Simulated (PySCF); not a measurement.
Dipole moment and polarisability of MgO

MgO (singlet state).
Structure used (PBE0-D3(BJ)/def2-TZVP), in Å, numbered top down from 1:
```xyz
2
MgO angstrom
O      0.930   -0.043    0.008
Mg    -0.801    0.010   -0.015
```

Level: CAM-B3LYP/aug-cc-pVTZ (PySCF), static field, nuclei fixed, core orbitals frozen in the response. The polarisability tensor in these axes (au):

```
x   69.49 -0.80  0.34
y   -0.80 43.21 -0.01
z    0.34 -0.01 43.19
```

Problem. Diagonalise the tensor; give its mean and Δα, where Δα² is half the sum of the squared differences of the eigenvalues.

Solution. Principal values 43.18, 43.18 and 69.52 au; mean 51.96 au = 7.70 Å³ = 8.57 × 10⁻⁴⁰ C²·m²/J; Δα = 26.33 au (51 % of the mean).

Problem. What is the dipole moment, and where does it point?

Solution. (-7.95, 0.24, -0.10) D, 7.95 D in size, pointing from the negative to the positive side. Measured along this direction, the outermost atoms are O1 at the negative end and Mg2 at the positive end.

Problem. How large is μ²/3kT at 298 K beside α?

Solution. In Gaussian units μ²/3kT = 512.40 Å³ against 7.70 Å³, a ratio of 66.55; the Debye molar polarisation (4π/3)N_A(α + μ²/3kT) is 1312.0 cm³/mol, leaving out the vibrational part.

Problem. What would n − 1 = 2πNα be for an ideal gas of these molecules at 298.15 K and 1 atm, electronic part alone?

Solution. N = p/kT = 2.4615 × 10¹⁹ cm⁻³, so n − 1 = 2π × N × 7.70 × 10⁻²⁴ cm³ = 1191 × 10⁻⁶ at long wavelengths, for an ideal gas.

Problem. What are the principal values of the traceless quadrupole moment, Θ = ½Σq(3rr − r²1), about the centre of nuclear charge?

Solution. -0.31, -0.31, 0.62 D·Å. The values depend on the origin, since the dipole doesn't vanish. The electronic extent ⟨r²⟩ about the same centre is 84 bohr², a root-mean-square distance of 1.08 Å for the 20 electrons.

Problem. Estimate the molar refractivity from the static electronic polarisability.

Solution. Lorentz–Lorenz: R = (4π/3)N_A α = 2.5225 cm³/(mol·Å³) × 7.70 Å³ = 19.4 cm³/mol, in the limit of long wavelengths.

Problem. What depolarisation ratio follows for Rayleigh scattering of linearly polarised light, taking the static tensor?

Solution. ρ = 3Δα²/(45ᾱ² + 4Δα²) = 2080.3/(121500 + 2773.7) = 0.0167.

Geometry: PBE0-D3(BJ)/def2-TZVP; no solvent, vibrations or thermal averaging.
